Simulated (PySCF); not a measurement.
Phosphorus pentafluoride, PF5.
Bonds: F1–P2, P2–F3, P2–F4, P2–F5, P2–F6.

Computed, not measured: PySCF, PBE0-D3(BJ)/def2-SVP geometry optimisation, gas phase.

Question: How far are the bound atoms from P2?

Answer: 5 atoms: F3 1.568 Å, F5 1.568 Å, F4 1.569 Å, F1 1.594 Å, F6 1.594 Å.

Question: List the angles at P2.

Answer: 
```csv
angle,degrees,distance of the outer atoms (Å)
F1–P2–F6,180.0,3.19
F3–P2–F5,120.0,2.72
F4–P2–F5,120.0,2.72
F3–P2–F4,120.0,2.72
F4–P2–F6,90.0,2.24
F1–P2–F5,90.0,2.24
F3–P2–F6,90.0,2.24
F1–P2–F4,90.0,2.24
F1–P2–F3,90.0,2.24
F5–P2–F6,90.0,2.24
```

Question: What is the shape at P2?

Answer: Trigonal bipyramidal: τ5 = (β − α)/60° = 1.00 from the two widest angles, 180.0° and 120.0° (0 for a square pyramid, 1 for a trigonal bipyramid). The P–F distances aren't all alike: 1.568 to 1.594 Å.

Question: What are the rotational constants (commonest isotopes, rigid rotor)?

Answer: A = 3604, B = 3034, C = 3033 MHz: a prolate symmetric top.

Point group: D3h (tolerance 0.08 Å). Charge 0, singlet. No frequency check.

Hardware: one thread, Intel Xeon 6975P-C (x86_64) (shared host). Cost: 22 s, 0.38 GiB resident at most. These figures are those of the optimisation.
